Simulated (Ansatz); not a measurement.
Question: Predict a relaxed structure of the cluster S₄, charge 0, singlet, at PBE0-D4/def2-TZVP (Ansatz).

Answer: 
```xyz
4

S     0.7018   -1.1352   -1.2381
S    -0.2804    0.8612    1.0399
S     1.3369   -0.1911    0.2796
S    -1.7583    0.4651   -0.0814
```
Point group C2v (tolerance 0.1 Å). This is one stationary point.

The restricted singlet is unstable: a solution with broken spin symmetry lies lower. The structure comes from a short search, and lower isomers may exist.
